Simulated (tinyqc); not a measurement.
Worked calculation: CIS and TDHF on RHF in the sto-3g basis, for HF, spin multiplicity 1. One step of it, computed by the program tinyqc.

Problem. TDHF (RPA) singlet states. B(ia,jb) = 2 (ia|jb) - (ib|ja); the squared energies are the eigenvalues of (A - B)(A + B); 1 hartree = 27.211386 eV.

CIS matrix A, singlet (hartree):
```
           1>6       2>6        3>6       4>6       5>6
1>6  25.746975  0.036960  -0.031237  0.000000  0.000000
2>6   0.036960  1.692932   0.044684  0.000000  0.000000
3>6  -0.031237  0.044684   0.941775  0.000000  0.000000
4>6   0.000000  0.000000   0.000000  0.569281  0.000000
5>6   0.000000  0.000000   0.000000  0.000000  0.569281
```

Two-electron integrals over orbitals (pq|rs), unique and non-zero (hartree):
```
(11|11) 5.361528    (21|11) -0.497448   (21|21) 0.073256    (22|11) 1.189729
(22|21) -0.018261   (22|22) 0.858805    (31|11) 0.179790    (31|21) -0.023685
(31|22) 0.016116    (31|31) 0.025658    (32|11) -0.142840   (32|21) 0.009865
(32|22) -0.002391   (32|31) 0.021025    (32|32) 0.158540    (33|11) 1.045385
(33|21) -0.012528   (33|22) 0.768997    (33|31) -0.007056   (33|32) -0.062877
(33|33) 0.804504    (41|41) 0.029636    (42|41) 0.038598    (42|42) 0.177260
(43|41) -0.012934   (43|42) -0.046972   (43|43) 0.053386    (44|11) 1.263997
(44|21) -0.014165   (44|22) 0.873389    (44|31) 0.005198    (44|32) -0.075885
(44|33) 0.780107    (44|44) 0.997514    (51|51) 0.029636    (52|51) 0.038598
(52|52) 0.177260    (53|51) -0.012934   (53|52) -0.046972   (53|53) 0.053386
(54|54) 0.053770    (55|11) 1.263997    (55|21) -0.014165   (55|22) 0.873389
(55|31) 0.005198    (55|32) -0.075885   (55|33) 0.780107    (55|44) 0.889973
(55|55) 0.997514    (61|11) 0.187570    (61|21) -0.030521   (61|22) -0.001263
(61|31) -0.006835   (61|32) -0.025323   (61|33) 0.015341    (61|44) 0.005034
(61|55) 0.005034    (61|61) 0.028257    (62|11) -0.274026   (62|21) 0.005637
(62|22) -0.140242   (62|31) -0.020338   (62|32) -0.034056   (62|33) -0.048134
(62|44) -0.140291   (62|55) -0.140291   (62|61) 0.014140    (62|62) 0.100621
(63|11) -0.331442   (63|21) 0.005967    (63|22) -0.140786   (63|31) 0.002498
(63|32) 0.091978    (63|33) -0.133583   (63|44) -0.178304   (63|55) -0.178304
(63|61) -0.006655   (63|62) 0.061357    (63|63) 0.156350    (64|41) -0.011968
(64|42) -0.046433   (64|43) -0.011070   (64|64) 0.032436    (65|51) -0.011968
(65|52) -0.046433   (65|53) -0.011070   (65|65) 0.032436    (66|11) 0.899676
(66|21) -0.008681   (66|22) 0.696440    (66|31) 0.017928    (66|32) 0.078030
(66|33) 0.668814    (66|44) 0.657546    (66|55) 0.657546    (66|61) -0.010202
(66|62) -0.069627   (66|63) -0.010830   (66|66) 0.719858
```

Give: TDHF matrix B, singlet; squared energies w^2; TDHF energies from the positive w^2.

Solution.

TDHF matrix B, singlet (hartree):
```
        1>6    2>6     3>6    4>6    5>6
1>6   0.028  0.014  -0.007  0.000  0.000
2>6   0.014  0.101   0.061  0.000  0.000
3>6  -0.007  0.061   0.156  0.000  0.000
4>6   0.000  0.000   0.000  0.032  0.000
5>6   0.000  0.000   0.000  0.000  0.032
```

squared energies w^2 (hartree^2): 0.323  0.323  0.857  2.858  662.910

TDHF energies from the positive w^2 (eV): 15.466  15.466  25.185  46.002  700.613
